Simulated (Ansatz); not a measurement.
B₃H₂ (the lowest doublet isomer of a short search), 5 atoms. Hardware: 4 threads of Arm Neoverse N1 on a shared host.

Correlated methods freeze 3 core orbitals.

Question: How many basis functions does each of these Ansatz runs have, and roughly what does it cost? PBE-D4/def2-TZVP, charge 0 doublet, energy, from earlier orbitals; PBE-D4/def2-TZVP, charge 1 triplet at the geometry of the charge 0 doublet, energy, from earlier orbitals; PBE-QIDH/def2-TZVP, charge 0 quartet, energy, from earlier orbitals; RPA@PBE/def2-TZVP, charge 0 doublet, energy, from earlier orbitals; PBE-D4/def2-TZVPD, charge -1 singlet at the geometry of the charge 0 doublet, energy, from earlier orbitals; HSE06-D4/def2-TZVP, charge 0 quartet, energy, from earlier orbitals; CCSD(T)/def2-TZVPD, charge 0 doublet, energy, from earlier orbitals; PBE0-D4/def2-TZVPD, charge 0 doublet, energy, from earlier orbitals; r2SCAN-D4/def2-TZVP, charge 1 triplet at the geometry of the charge 0 doublet, energy, from earlier orbitals; CCSD(T)/def2-TZVPP, charge 0 quartet, energy, from earlier orbitals; PBE0-D4/def2-TZVP, charge 0 doublet, energy, from earlier orbitals; BHLYP-D4/def2-TZVP, charge 0 doublet, energy, from earlier orbitals.

Answer: Other jobs shared the machine, so times can vary by a factor of up to 3. A dash marks memory too small to be measured apart from the calling script's.

| run | functions | fitting or Cholesky vectors | wall time | peak host memory (GiB) |
| --- | --- | --- | --- | --- |
| PBE-D4/def2-TZVPD, charge -1 singlet at the geometry of the charge 0 doublet, energy, from earlier orbitals | 129 | 597 | 1 s | – |
| PBE-D4/def2-TZVP, charge 0 doublet, energy, from earlier orbitals | 105 | 595 | 1.2 s | – |
| HSE06-D4/def2-TZVP, charge 0 quartet, energy, from earlier orbitals | 105 | 595 | 1.2 s | – |
| PBE-D4/def2-TZVP, charge 1 triplet at the geometry of the charge 0 doublet, energy, from earlier orbitals | 105 | 595 | 1.2 s | – |
| RPA@PBE/def2-TZVP, charge 0 doublet, energy, from earlier orbitals | 105 | 684 | 1.5 s | – |
| PBE-QIDH/def2-TZVP, charge 0 quartet, energy, from earlier orbitals | 105 | 690 | 2 s | – |
| r2SCAN-D4/def2-TZVP, charge 1 triplet at the geometry of the charge 0 doublet, energy, from earlier orbitals | 105 | 595 | 2.3 s | – |
| BHLYP-D4/def2-TZVP, charge 0 doublet, energy, from earlier orbitals | 105 | 715 | 2.4 s | – |
| PBE0-D4/def2-TZVPD, charge 0 doublet, energy, from earlier orbitals | 129 | 597 | 3.3 s | – |
| PBE0-D4/def2-TZVP, charge 0 doublet, energy, from earlier orbitals | 105 | 595 | 3.4 s | – |
| CCSD(T)/def2-TZVPP, charge 0 quartet, energy, from earlier orbitals | 121 | 732 | 8.5 s | 1.1 |
| CCSD(T)/def2-TZVPD, charge 0 doublet, energy, from earlier orbitals | 129 | 839 | 14 s | 1.4 |
